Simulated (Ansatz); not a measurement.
A run of Ansatz (development build ahead of 0.2.0) on singlet C2H6 at this shape:

```xyz
8

C    -0.0040    0.0069    0.7641
C     0.0044    0.0043   -0.7585
H     1.0169    0.0055    1.1682
H    -0.5169    0.8903    1.1523
H    -0.5109   -0.8754    1.1627
H     0.5031    0.8777   -1.1566
H    -1.0189   -0.0072   -1.1581
H     0.5126   -0.8876   -1.1536
```

Its results:

| Property | Result |
| --- | --- |
| Converged | yes |
| Total energy | -79.23477 hartree |
| Spin squared of the determinant | 0.000 |

(1) Which input gives this output? Name the method, the orbitals and the basis set, and write the input.

## Answers

(1) RHF in cc-pVDZ. An unrestricted run that stays on the closed shell gives the same numbers.

```yaml
crystal:
  periodic: [false, false, false]
  atoms:
    - { symbol: C, position_ang: [-0.00401, 0.00688, 0.76408] }
    - { symbol: C, position_ang: [0.00444, 0.00426, -0.7585] }
    - { symbol: H, position_ang: [1.01694, 0.00554, 1.16815] }
    - { symbol: H, position_ang: [-0.51691, 0.89035, 1.15227] }
    - { symbol: H, position_ang: [-0.51085, -0.87539, 1.1627] }
    - { symbol: H, position_ang: [0.50309, 0.87774, -1.15665] }
    - { symbol: H, position_ang: [-1.0189, -0.00715, -1.15806] }
    - { symbol: H, position_ang: [0.51259, -0.88762, -1.15357] }
basis:
  gaussian: { orbitals: cc-pVDZ }
hamiltonian:
  xc: hf
```
